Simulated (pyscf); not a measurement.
**Four-centre exchange: H₃Si–O–SiH₂–O–SiH₃ + F–CH₂–F -> F–SiH(O–SiH₃)–O–SiH₃ + H₃C–F**

Gas phase, singlet surface, charge 0. Bonds broken: Si1–H6, C15–F16. Bonds formed: Si1–F16, H6–C15. Structures and frequencies: ωB97X-D3(BJ)/def2-SVP in PySCF.

Transition state (Å):

```xyz
18

Si    -0.0365    -0.9496     1.2067
O     -1.3009    -0.2425     0.3658
Si    -1.9336    -0.5269    -1.1450
O      0.1001     0.1802     2.4608
Si    -0.2150     1.8054     2.4071
H      1.3570    -0.5271     0.6255
H     -0.2534    -2.1668     2.0137
H     -3.0394     0.4468    -1.3542
H     -0.9020    -0.2801    -2.2032
H     -2.4612    -1.9095    -1.2969
H     -1.6735     2.1038     2.4743
H      0.4602     2.4573     3.5656
H      0.3376     2.4083     1.1504
F      2.7773    -1.9769    -0.5203
C      1.9004    -1.1385    -0.9482
F      0.2663    -2.0706    -0.2911
H      2.1975    -0.0887    -0.8740
H      1.3536    -1.4475    -1.8412
```

One imaginary mode, 911i cm⁻¹; descent along it reached the two sides named.

```csv
bond,change,reactant side (Å),saddle,product side
Si1–H6,breaks,1.479,1.568,3.3
C15–F16,breaks,1.363,1.993,3.0
Si1–F16,forms,3.1,1.895,1.624
H6–C15,forms,3.1,1.774,1.134
```

Electronic energies relative to the separated reactants (kJ/mol):

| level | barrier | reaction energy | reverse barrier |
|---|---|---|---|
| ωB97X-D3(BJ)/def2-TZVP | 283.5 | -206.5 | 490.0 |
| PBE/def2-TZVP | 245.6 | -198.2 | 443.7 |
| r²SCAN/def2-TZVP | 252.9 | -209.6 | 462.5 |
| B3LYP-D3(BJ)/def2-TZVP | 268.8 | -209.1 | 477.9 |
| PBE0-D3(BJ)/def2-TZVP | 273.3 | -202.9 | 476.2 |
| M06-2X/def2-TZVP | 294.0 | -215.7 | 509.7 |
| ωB97M-D3(BJ)/def2-TZVP | 275.9 | -210.6 | 486.4 |
| HF/def2-TZVP | 380.9 | -210.3 | 591.1 |

With ωB97M-D3(BJ)/def2-TZVP energies and thermal terms (ideal gas, 1 atm, RRHO with modes under 100 cm⁻¹ raised to 100, one conformer, R ln 2 for rigid chiral ones), in kJ/mol:

| T (K) | ΔH‡ | ΔG‡ | ΔH | ΔG |
|---|---|---|---|---|
| 298 | 273.0 | 327.5 | -206.0 | -202.6 |
| 600 | 276.8 | 381.3 | -205.4 | -199.5 |
| 900 | 280.4 | 432.8 | -205.6 | -196.6 |
| 1200 | 283.7 | 483.0 | -206.1 | -193.5 |

From the product side, •H₂C–F + H• + F–SiH(O–SiH₃)–O–SiH₃ lies, by one bond made or cut, 36.5 kJ/mol under this saddle at ωB97M-D3(BJ). One saddle was located; it need not be the lowest between these sides.
